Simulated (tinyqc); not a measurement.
Inside a calculation. Method: UHF in the sto-6g basis, for CH2, spin multiplicity 3. One step of it, computed by the program tinyqc.

Problem. Iteration 9 (converged): orbitals. Diagonalise F' = X^T F X, C = X C', fill 5 alpha and 3 beta electrons from the bottom; D(s) = C_occ C_occ^T. Each column has its largest component positive (the first on a tie).

converged F(alpha) (hartree), order 1C 1s, 1C 2s, 1C 2px, 1C 2py, 1C 2pz, 2H 1s, 3H 1s:
$$\begin{pmatrix}
-11.147676 & -2.877305 & 0.000000 & 0.000000 & -0.003543 & -0.579962 & -0.579962 \\
-2.877305 & -1.503200 & 0.000000 & 0.000000 & 0.028945 & -0.615329 & -0.615329 \\
0.000000 & 0.000000 & -0.365743 & 0.000000 & 0.000000 & 0.000000 & 0.000000 \\
0.000000 & 0.000000 & 0.000000 & -0.246667 & 0.000000 & -0.340549 & 0.340549 \\
-0.003543 & 0.028945 & 0.000000 & 0.000000 & -0.309883 & -0.238198 & -0.238198 \\
-0.579962 & -0.615329 & 0.000000 & -0.340549 & -0.238198 & -0.361882 & -0.169596 \\
-0.579962 & -0.615329 & 0.000000 & 0.340549 & -0.238198 & -0.169596 & -0.361882
\end{pmatrix}$$

converged F(beta) (hartree), order 1C 1s, 1C 2s, 1C 2px, 1C 2py, 1C 2pz, 2H 1s, 3H 1s:
$$\begin{pmatrix}
-11.086666 & -2.822749 & 0.000000 & 0.000000 & -0.005998 & -0.566588 & -0.566588 \\
-2.822749 & -1.097836 & 0.000000 & 0.000000 & -0.235065 & -0.567535 & -0.567535 \\
0.000000 & 0.000000 & 0.380925 & 0.000000 & 0.000000 & 0.000000 & 0.000000 \\
0.000000 & 0.000000 & 0.000000 & -0.085466 & 0.000000 & -0.327430 & 0.327430 \\
-0.005998 & -0.235065 & 0.000000 & 0.000000 & 0.260183 & -0.201572 & -0.201572 \\
-0.566588 & -0.567535 & 0.000000 & -0.327430 & -0.201572 & -0.377096 & -0.148030 \\
-0.566588 & -0.567535 & 0.000000 & 0.327430 & -0.201572 & -0.148030 & -0.377096
\end{pmatrix}$$

X, order 1C 1s, 1C 2s, 1C 2px, 1C 2py, 1C 2pz, 2H 1s, 3H 1s:
$$\begin{pmatrix}
1.025289 & -0.144514 & 0.000000 & 0.000000 & -0.009874 & 0.021830 & 0.021830 \\
-0.144514 & 1.211403 & 0.000000 & 0.000000 & 0.102671 & -0.277078 & -0.277078 \\
0.000000 & 0.000000 & 1.000000 & 0.000000 & 0.000000 & 0.000000 & 0.000000 \\
0.000000 & 0.000000 & 0.000000 & 1.128528 & 0.000000 & -0.234779 & 0.234779 \\
-0.009874 & 0.102671 & 0.000000 & 0.000000 & 1.056013 & -0.151692 & -0.151692 \\
0.021830 & -0.277078 & 0.000000 & -0.234779 & -0.151692 & 1.184796 & -0.021867 \\
0.021830 & -0.277078 & 0.000000 & 0.234779 & -0.151692 & -0.021867 & 1.184796
\end{pmatrix}$$

Give: F' = X^T F X; orbital energies; coefficients C; F' = X^T F X; orbital energies; coefficients C; D(alpha) after iteration 9; D(beta) after iteration 9.

Solution.

F' = X^T F X (alpha) (hartree):
$$\begin{pmatrix}
-10.9417 & -1.4643 & 0.0000 & 0.0000 & -0.0341 & -0.0728 & -0.0728 \\
-1.4643 & -0.7485 & 0.0000 & 0.0000 & 0.2132 & -0.3870 & -0.3870 \\
0.0000 & 0.0000 & -0.3657 & 0.0000 & 0.0000 & 0.0000 & 0.0000 \\
0.0000 & 0.0000 & 0.0000 & 0.0256 & 0.0000 & -0.3815 & 0.3815 \\
-0.0341 & 0.2132 & 0.0000 & 0.0000 & -0.1873 & -0.2529 & -0.2529 \\
-0.0728 & -0.3870 & 0.0000 & -0.3815 & -0.2529 & 0.0405 & -0.0382 \\
-0.0728 & -0.3870 & 0.0000 & 0.3815 & -0.2529 & -0.0382 & 0.0405
\end{pmatrix}$$

orbital energies (alpha) (hartree): MO1 -11.1508, MO2 -0.8630, MO3 -0.4880, MO4 -0.4209, MO5 -0.3657, MO6 0.5595, MO7 0.5923

coefficients C (alpha), order 1C 1s, 1C 2s, 1C 2px, 1C 2py, 1C 2pz, 2H 1s, 3H 1s:
$$\begin{pmatrix}
0.9953 & -0.2373 & 0.0000 & 0.0701 & 0.0000 & -0.1463 & 0.0000 \\
0.0206 & 0.8381 & 0.0000 & -0.3853 & 0.0000 & 0.8951 & 0.0000 \\
0.0000 & 0.0000 & 0.0000 & 0.0000 & 1.0000 & 0.0000 & 0.0000 \\
0.0000 & 0.0000 & 0.5885 & 0.0000 & 0.0000 & 0.0000 & 1.0186 \\
0.0021 & -0.0211 & 0.0000 & 0.8060 & 0.0000 & 0.7223 & 0.0000 \\
-0.0042 & 0.1904 & 0.4182 & 0.2806 & 0.0000 & -0.8133 & -0.7799 \\
-0.0042 & 0.1904 & -0.4182 & 0.2806 & 0.0000 & -0.8133 & 0.7799
\end{pmatrix}$$

F' = X^T F X (beta) (hartree):
$$\begin{pmatrix}
-10.8853 & -1.4703 & 0.0000 & 0.0000 & -0.0031 & -0.0693 & -0.0693 \\
-1.4703 & -0.2963 & 0.0000 & 0.0000 & -0.0577 & -0.3949 & -0.3949 \\
0.0000 & 0.0000 & 0.3809 & 0.0000 & 0.0000 & 0.0000 & 0.0000 \\
0.0000 & 0.0000 & 0.0000 & 0.2129 & 0.0000 & -0.3944 & 0.3944 \\
-0.0031 & -0.0577 & 0.0000 & 0.0000 & 0.3693 & -0.2192 & -0.2192 \\
-0.0693 & -0.3949 & 0.0000 & -0.3944 & -0.2192 & -0.0021 & -0.0302 \\
-0.0693 & -0.3949 & 0.0000 & 0.3944 & -0.2192 & -0.0302 & -0.0021
\end{pmatrix}$$

orbital energies (beta) (hartree): MO1 -11.0884, MO2 -0.6678, MO3 -0.4449, MO4 0.2729, MO5 0.3809, MO6 0.6387, MO7 0.6859

coefficients C (beta), order 1C 1s, 1C 2s, 1C 2px, 1C 2py, 1C 2pz, 2H 1s, 3H 1s:
$$\begin{pmatrix}
0.9965 & -0.1838 & 0.0000 & -0.1673 & 0.0000 & -0.1354 & 0.0000 \\
0.0153 & 0.5811 & 0.0000 & 0.7931 & 0.0000 & 0.8280 & 0.0000 \\
0.0000 & 0.0000 & 0.0000 & 0.0000 & 1.0000 & 0.0000 & 0.0000 \\
0.0000 & 0.0000 & 0.4766 & 0.0000 & 0.0000 & 0.0000 & 1.0755 \\
0.0022 & 0.1791 & 0.0000 & -0.6299 & 0.0000 & 0.8620 & 0.0000 \\
-0.0033 & 0.3445 & 0.4989 & -0.3338 & 0.0000 & -0.7392 & -0.7309 \\
-0.0033 & 0.3445 & -0.4989 & -0.3338 & 0.0000 & -0.7392 & 0.7309
\end{pmatrix}$$

D(alpha) after iteration 9, order 1C 1s, 1C 2s, 1C 2px, 1C 2py, 1C 2pz, 2H 1s, 3H 1s:
$$\begin{pmatrix}
1.0518 & -0.2054 & 0.0000 & 0.0000 & 0.0636 & -0.0297 & -0.0297 \\
-0.2054 & 0.8512 & 0.0000 & 0.0000 & -0.3282 & 0.0514 & 0.0514 \\
0.0000 & 0.0000 & 1.0000 & 0.0000 & 0.0000 & 0.0000 & 0.0000 \\
0.0000 & 0.0000 & 0.0000 & 0.3463 & 0.0000 & 0.2461 & -0.2461 \\
0.0636 & -0.3282 & 0.0000 & 0.0000 & 0.6501 & 0.2222 & 0.2222 \\
-0.0297 & 0.0514 & 0.0000 & 0.2461 & 0.2222 & 0.2900 & -0.0599 \\
-0.0297 & 0.0514 & 0.0000 & -0.2461 & 0.2222 & -0.0599 & 0.2900
\end{pmatrix}$$

D(beta) after iteration 9, order 1C 1s, 1C 2s, 1C 2px, 1C 2py, 1C 2pz, 2H 1s, 3H 1s:
$$\begin{pmatrix}
1.0268 & -0.0916 & 0.0000 & 0.0000 & -0.0307 & -0.0666 & -0.0666 \\
-0.0916 & 0.3379 & 0.0000 & 0.0000 & 0.1041 & 0.2001 & 0.2001 \\
0.0000 & 0.0000 & 0.0000 & 0.0000 & 0.0000 & 0.0000 & 0.0000 \\
0.0000 & 0.0000 & 0.0000 & 0.2272 & 0.0000 & 0.2378 & -0.2378 \\
-0.0307 & 0.1041 & 0.0000 & 0.0000 & 0.0321 & 0.0617 & 0.0617 \\
-0.0666 & 0.2001 & 0.0000 & 0.2378 & 0.0617 & 0.3676 & -0.1303 \\
-0.0666 & 0.2001 & 0.0000 & -0.2378 & 0.0617 & -0.1303 & 0.3676
\end{pmatrix}$$
